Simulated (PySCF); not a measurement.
System: C4H4N, charge -1, multiplicity 1. It need not be the lowest isomer of its formula. Whether it binds its extra electron was not tested at this geometry. SMILES: [c-]1cc[nH]c1
Geometry: optimised at B3LYP-D3(BJ)/def2-TZVP (Ansatz).

Dispersion corrections to the total energy (kcal/mol) from the dftd3 and dftd4 libraries through PySCF: D3(BJ) without and D4 with the three-body term, each with the damping fitted for the functional named.

```json
[
 {"functional": "PBE0", "D3(BJ)": "-3.65", "D4": "-4.25"},
 {"functional": "revPBE", "D3(BJ)": "-11.46", "D4": "-18.65"},
 {"functional": "B2GP-PLYP", "D3(BJ)": "-2.53", "D4": "?"},
 {"functional": "BLYP", "D3(BJ)": "-9.25", "D4": "-11.83"},
 {"functional": "TPSS", "D3(BJ)": "?", "D4": "-7.00"},
 {"functional": "BHLYP", "D3(BJ)": "?", "D4": "-5.69"},
 {"functional": "TPSSh", "D3(BJ)": "-4.89", "D4": "-6.32"}
]
```

Question: What belongs in the gaps?

Answer: 
- B2GP-PLYP, D4: -2.09
- TPSS, D3(BJ): -5.40
- BHLYP, D3(BJ): -5.77
